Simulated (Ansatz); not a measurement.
Geometry optimisation, RKS PBE0-D4/def2-SVPD in Ansatz 0.2.0.

Input file:

```yaml
crystal:
  periodic: [false, false, false]
  atoms:
    - { symbol: Si, position_ang: [-0.99048, 1.36118, -1.05659] }
    - { symbol: S, position_ang: [0.14694, -0.33373, -1.12273] }
    - { symbol: Si, position_ang: [0.86566, -1.19241, 0.9215] }
    - { symbol: H, position_ang: [-2.43728, 1.31639, -0.95773] }
    - { symbol: H, position_ang: [-0.40002, 2.67722, -1.20923] }
    - { symbol: H, position_ang: [1.56735, -2.35217, 0.40195] }
    - { symbol: H, position_ang: [-0.40746, -1.40148, 1.59971] }
    - { symbol: H, position_ang: [1.65529, -0.075, 1.42312] }
total_charge: 1
basis:
  gaussian: { orbitals: def2-SVPD }
hamiltonian:
  xc: pbe0
  dispersion: d4
relax:
  f_tol: 0.02
  max_steps: 50
output:
  orbitals: {}
```

Command:

```bash
$ ansatz run input.yaml --threads 2 --pin off --max-ram 3072MiB --backend cpu --events-out ev --progress --plain --runs-dir out
```

Where does it end, and by what steps?

The run converged. The force dipped under the threshold on the way, but the program's further checks kept it going. Limits of this set-up: the dipole of an ion depends on the origin. After 21 steps the energy has fallen by 0.655 eV; H5 moved furthest, 1.13 Å.

```tsv
step	energy less start (eV)	largest force component (eV/Å)	accepted
0	0.0000	0.871	yes
1	-0.0767	0.431	yes
2	-0.1102	0.119	yes
3	-0.1519	0.315	yes
4	-0.1785	0.152	yes
5	-0.2601	0.522	yes
6	-0.3461	0.786	yes
7	-0.4450	0.638	yes
8	-0.5465	0.408	yes
9	-0.6131	0.196	yes
10	-0.6261	0.154	yes
11	-0.6239	0.214	no
12	-0.6402	0.117	yes
13	-0.6450	0.166	yes
14	-0.6479	0.119	yes
15	-0.6412	0.441	no
16	-0.6503	0.070	yes
17	-0.6522	0.094	yes
18	-0.6536	0.068	yes
19	-0.6546	0.046	yes
20	-0.6551	0.014	yes
21	-0.6554	0.016	yes
```

```xyz
8
Properties=species:S:1:pos:R:3
Si -0.846 1.275 -1.024
S 0.971 0.398 -0.889
Si 0.738 -1.055 0.830
H -1.962 0.920 -0.119
H -1.013 2.299 -2.077
H 1.059 -2.357 0.202
H -0.677 -0.918 1.263
H 1.730 -0.563 1.814
```

The run took 45 s on 2 threads of Arm Neoverse V2 (shared host), peak memory 0.24 GiB.
